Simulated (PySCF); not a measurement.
Compound: CH7PSi.
Geometry (PBE0-D3(BJ)/def2-SVP, Å), atoms numbered from 1 in this order:
```xyz
10
CH7PSi angstrom
C     -1.563   -0.454   -0.202
Si    -0.055    0.666   -0.148
P      1.623   -0.423    0.929
H     -2.424    0.068   -0.645
H     -1.840   -0.776    0.814
H     -1.360   -1.352   -0.805
H      0.342    1.074   -1.533
H     -0.344    1.907    0.635
H      1.917   -1.266   -0.188
H      2.617    0.542    0.578
```

The calculation used PBE0-D3(BJ)/def2-SVP geometry optimisation, gas phase in PySCF 2.14.0.

Take the most abundant isotopes and a rigid rotor. The values belong to one conformer with, in the numbering `[CH3:1][SiH2:2][PH2:3]`, C1–Si2–P3–H 76° and 170°.

What are A, B and C (MHz)?

Ia = 36.79, Ib = 148.62, Ic = 172.49 u·Å²; 505379 MHz·u·Å²/I gives A = 13738, B = 3401, C = 2930 MHz.

What kind of rotor is it?

A near-prolate asymmetric top. Ray's parameter κ = (2B − A − C)/(A − C) = -0.913; −1 is the prolate and +1 the oblate limit.

What does the inertial defect say?

Not planar: Δ = Ic − Ia − Ib = -12.92 u·Å². For a rigid frame Δ = −2 Σ m c², so Σ m c² = 6.46 u·Å² lies off the ab plane: 6.37 from hydrogen and 0.09 from heavier atoms. The atom farthest from that plane is 1.32 Å away.

Which lines would a microwave search look for?

The dipole components are |μa| = 0.86 D, |μb| = 0.01 D, |μc| = 0.63 D. Intensities carry the squares of the components, which stand as 1.00 : 0.00 : 0.54 (a : b : c). Some lines, for components of 0.1 D or more:

```tsv
type	branch	J(Ka,Kc)	MHz	lower level (cm⁻¹)
a	Q	1(1,0) ← 1(1,1)	471	0.556
a	Q	2(1,1) ← 2(1,2)	1412	0.963
a	R	1(0,1) ← 0(0,0)	6331	0.000
c	Q	2(1,2) ← 2(0,2)	9882	0.633
c	Q	1(1,1) ← 1(0,1)	10337	0.211
a	R	2(1,2) ← 1(1,1)	12190	0.556
a	R	2(0,2) ← 1(0,1)	12645	0.211
a	R	2(1,1) ← 1(1,0)	13132	0.572
c	R	1(1,0) ← 0(0,0)	17138	0.000
c	R	2(1,1) ← 1(0,1)	23939	0.211
c	Q	2(2,1) ← 2(1,1)	31011	1.010
c	R	2(2,0) ← 1(1,0)	44158	0.572
c	R	2(2,1) ← 1(1,1)	44613	0.556
```

PBE0-D3(BJ)/def2-SVP frequencies: not computed here. Constants of a rigid frame at the computed geometry: no zero-point averaging, no centrifugal distortion. A rigid rotor knows nothing of internal rotation, which can split or shift real lines.

The run took 14 s wall on an Arm Neoverse V1 with one thread, no GPU, on a shared host, and the process peaked at 0.37 GiB of memory. These figures are those of the optimisation.
